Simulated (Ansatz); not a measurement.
# BClH2N radical: one species, many methods

One table from this session's results is given with a row withheld; the runs are named, their logs left out.

Method: functionals in def2-TZVPP, the program's frozen cores in correlated methods; program: Ansatz 0.2.0, Gaussian basis.

The runs, in order: LDA (SPW92), PBE-D4, revPBE-D4, BLYP-D4, r2SCAN-D4, B97M-V, PBE0-D4, B3LYP-D4, r2SCANh-D4, r2SCAN0-D4, HSE06-D4, BHLYP-D4, CAM-B3LYP-D4, LC-ωPBE, ωB97X-V, ωB97M-V, B2PLYP, PBE-QIDH; CCSD(T)/def2-SVP; CCSD(T)/def2-TZVPP; CCSD(T)/def2-QZVPP; extrapolation to the limit; RPA on PBE.

### The geometry

An earlier PBE0-D4 in a triple-zeta def2 set relaxation fixed the geometry.

5 atoms, charge 0, spin multiplicity 2.

Atoms are counted from 1 here; the program's logs count them from 0.

Bond lengths: N1–B2 1.376 Å, N1–H4 1.005 Å, N1–H5 1.010 Å, B2–Cl3 1.746 Å. Angles: B2–N1–H4 122.3°, B2–N1–H5 123.4°, H4–N1–H5 114.3°, N1–B2–Cl3 124.3°.

Set-up of the first run:

Contents of in.yaml:

```yaml
crystal:
  periodic: [false, false, false]
  atoms:
    - {symbol: N, position_ang: [-0.334040, 0.412115, -0.256741]}
    - {symbol: B, position_ang: [-0.098371, -0.544615, 0.704392]}
    - {symbol: Cl, position_ang: [1.343227, -1.526180, 0.784621]}
    - {symbol: H, position_ang: [-1.176690, 0.959925, -0.273105]}
    - {symbol: H, position_ang: [0.315774, 0.625056, -1.000568]}
basis:
  gaussian: {orbitals: def2-TZVPP}
magnetization: {spin_polarized: true, initial_magnetization: 1}
hamiltonian: {xc: lda}
output: {orbitals: {seedname: orbitals}}
```

Run with:

```bash
$ ansatz run in.yaml --threads 2 --pin off --events-out ev --progress --plain --max-ram 32768MiB --backend cpu
```

Among the steps run: LDA; PBE-D4 (GGA); revPBE-D4 (GGA); BLYP-D4 (GGA); r2SCAN-D4 (meta-GGA); B97M-V (meta-GGA); B3LYP-D4 (hybrid); r2SCANh-D4 (hybrid); r2SCAN0-D4 (hybrid); HSE06-D4 (hybrid); BHLYP-D4 (hybrid); CAM-B3LYP-D4 (range-separated); LC-ωPBE (range-separated); ωB97X-V (range-separated); ωB97M-V (range-separated); B2PLYP (double hybrid); PBE-QIDH (double hybrid).

One table of the session follows, with a row left open; its other results are not shown here.

It belongs to the step «Orbital energies across the functionals». 

```
  functional  HOMO (eV)  gap (eV)
 LDA (SPW92)      -4.54      1.71
      PBE-D4      -4.60      2.29
   revPBE-D4      -4.58      2.42
     BLYP-D4      -4.41      1.98
   r2SCAN-D4          ?         ?
      B97M-V      -4.63      2.09
     PBE0-D4      -5.89      4.57
    B3LYP-D4      -5.59      3.76
  r2SCANh-D4      -5.46      4.09
  r2SCAN0-D4      -6.18      5.21
    HSE06-D4      -5.48      3.79
    BHLYP-D4      -7.02      6.38
CAM-B3LYP-D4      -7.19      6.59
     LC-ωPBE      -8.67      9.65
     ωB97X-V      -8.12      8.45
     ωB97M-V      -7.73      7.86
```

Q: Estimate the row for r2SCAN-D4 from the others.

Worked estimate for «HOMO (eV)». Against the share of exact exchange, r2SCANh-D4 (0.1, -5.46), r2SCAN0-D4 (0.25, -6.18) give a slope of -4.80 per unit share; at 0 the line stands at -4.98.

The run gave: HOMO (eV): -4.99; gap (eV): 3.34. In «HOMO (eV)» the line misses by +0.01.
